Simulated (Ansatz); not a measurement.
System (SMILES): FF (F2).
Atoms: F1, F2. Bonds: F1-F2.

Basis-set convergence of the optimised F1-F2 bond length at PBE with Ansatz (a quantum-chemistry and plane-wave program). Cartesian d functions, on some or all atoms, in 6-31G**; all else is spherical. The program fits the integrals of some runs and decomposes those of others, by size. No added dispersion term, no relativity. Reference: the value in pcseg-4, 1.4125 Å, itself unsure by roughly 0.0002 Å (its mean distance from aug-pcseg-3, aug-cc-pVQZ, cc-pV5Z). Deviations are taken from unrounded values.

```json
[
 {"basis": "STO-3G", "functions": "10", "optimised F1-F2 bond length (Å)": "1.3874", "minus reference (Å)": "-0.0250"},
 {"basis": "def2-SVP", "functions": "28", "optimised F1-F2 bond length (Å)": "1.4108", "minus reference (Å)": "-0.0017"},
 {"basis": "6-31G**", "functions": "30", "optimised F1-F2 bond length (Å)": "1.4171", "minus reference (Å)": "0.0046"},
 {"basis": "aug-cc-pVDZ", "functions": "46", "optimised F1-F2 bond length (Å)": "1.4200", "minus reference (Å)": "0.0075"},
 {"basis": "def2-SVPD", "functions": "46", "optimised F1-F2 bond length (Å)": "1.4156", "minus reference (Å)": "0.0031"},
 {"basis": "6-311++G(2d,2p)", "functions": "54", "optimised F1-F2 bond length (Å)": "1.4169", "minus reference (Å)": "0.0044"},
 {"basis": "pcseg-2", "functions": "60", "optimised F1-F2 bond length (Å)": "1.4147", "minus reference (Å)": "0.0022"},
 {"basis": "def2-TZVPP", "functions": "62", "optimised F1-F2 bond length (Å)": "1.4131", "minus reference (Å)": "0.0006"},
 {"basis": "cc-pCVTZ", "functions": "86", "optimised F1-F2 bond length (Å)": "1.4120", "minus reference (Å)": "-0.0005"},
 {"basis": "aug-cc-pVTZ", "functions": "92", "optimised F1-F2 bond length (Å)": "1.4134", "minus reference (Å)": "0.0009"},
 {"basis": "aug-pcseg-2", "functions": "92", "optimised F1-F2 bond length (Å)": "1.4141", "minus reference (Å)": "0.0016"},
 {"basis": "cc-pVQZ", "functions": "110", "optimised F1-F2 bond length (Å)": "1.4132", "minus reference (Å)": "0.0008"},
 {"basis": "def2-QZVPP", "functions": "114", "optimised F1-F2 bond length (Å)": "1.4137", "minus reference (Å)": "0.0012"},
 {"basis": "pcseg-3", "functions": "120", "optimised F1-F2 bond length (Å)": "1.4130", "minus reference (Å)": "0.0005"},
 {"basis": "aug-cc-pVQZ", "functions": "160", "optimised F1-F2 bond length (Å)": "1.4128", "minus reference (Å)": "0.0003"},
 {"basis": "aug-pcseg-3", "functions": "170", "optimised F1-F2 bond length (Å)": "1.4123", "minus reference (Å)": "-0.0001"},
 {"basis": "cc-pV5Z", "functions": "182", "optimised F1-F2 bond length (Å)": "1.4127", "minus reference (Å)": "0.0002"},
 {"basis": "pcseg-4", "functions": "202", "optimised F1-F2 bond length (Å)": "1.4125", "minus reference (Å)": "0.0000"}
]
```
